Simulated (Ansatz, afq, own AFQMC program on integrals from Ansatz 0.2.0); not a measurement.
**C$_{2}$H$_{5}$, doublet in 6-31G along one coordinate**

```xyz
7

C     0.0000   -0.0041    0.7102
C     0.0000    0.0010   -0.7689
H     0.0000   -1.0167    1.1165
H     0.8752    0.5176    1.1197
H    -0.8752    0.5176    1.1197
H     0.0000   -0.9170   -1.3407
H     0.0000    0.9353   -1.3164
```

All coordinates are scaled about the centre. Energies in eV count from this geometry (1.000) at the same level; the start stands on UHF, each point on the determinant named.

Basis 6-31G. Only valence electrons are correlated. AFQMC by an in-house program on the Cholesky factors that Ansatz 0.2.0 writes for its CCSD(T) run. The CISD trial takes its coefficients from CCSD amplitudes. Released means that phaseless walkers are propagated on without the constraint, phases kept. Uncertainties: one standard error, sampling alone.

Cautions, each for one point or more: CCSDT(Q) on the ROHF determinant differs, so the two series follow different states; cluster runs in doubt by the program's own checks; higher spins were not checked; strong correlation; the ph-AFQMC/CISD walk drifts between its halves; unrestricted determinant slightly spin contaminated; unrestricted determinant spin contaminated; walk and cluster series may follow different spin states.

```
scale of all distances   det.     T1  weight  ⟨S²⟩   B2PLYP   r2SCAN  CCSD(T)
                 0.871    UHF  0.007    0.93  0.76    3.445    3.418    3.797
                 1.137    UHF  0.011    0.88  0.78    1.873    1.847    1.555
                 1.279    UHF  0.021    0.84  0.85    6.096    6.018    5.434
                 1.492   UHF¶  0.080    0.65  1.70  13.083§   12.882   11.895
                 2.007  UHF†¶  0.098    0.48  4.14  22.887§  22.808§   20.817
                 2.382  UHF†¶  0.041    0.69  4.55  24.223§  24.827§   22.412
```

Q: Estimate the curve of CCSDT(Q), counted from the same start.

A: 
```tsv
scale of all distances	det.	T1	weight	⟨S²⟩	CCSDT(Q)	ph-AFQMC/CISD
0.871	UHF	0.007	0.93	0.76	3.802	3.782 ± 0.014
1.137	UHF	0.011	0.88	0.78	1.547	1.531 ± 0.019
1.279	UHF	0.021	0.84	0.85	5.408	5.426 ± 0.028
1.492	UHF¶	0.080	0.65	1.70	11.705	11.746 ± 0.040
2.007	UHF†¶	0.098	0.48	4.14	20.550	20.667 ± 0.037
2.382	UHF†¶	0.041	0.69	4.55	–	22.276 ± 0.025
```

Weight is that of the determinant in the CISD state; at the start T1 is 0.007 and the weight 0.91, and ⟨S²⟩ is 0.76. ¶ marks points with a poor determinant and no full CI, where no value is sure; they don't count among the departures. A dagger marks points whose determinant fills other symmetries than the start's, so the wave-function levels may follow another state there, or a degenerate partner. A dash marks a missing value, a released energy that hasn't settled or a functional that sits on another state. § marks a functional whose ⟨S²⟩ is too high by over 0.1. Largest departures from CCSDT(Q), at the points where its series has closed: CCSD(T) 0.026 eV at 1.279 (on UHF), ph-AFQMC/CISD -0.020 eV at 0.871 (on UHF) (within the noise), B2PLYP 0.688 eV at 1.279, r2SCAN 0.610 eV at 1.279. Functionals count only at points shown to share the start's state and spin. In this small basis the wave-function levels are far from their limit, so their gap to the functionals isn't the functionals' error.

A walk keeps the symmetry of its determinant, which the program's search chose and which needn't be the lowest solution, so a lower state of the same spin and another symmetry isn't excluded.
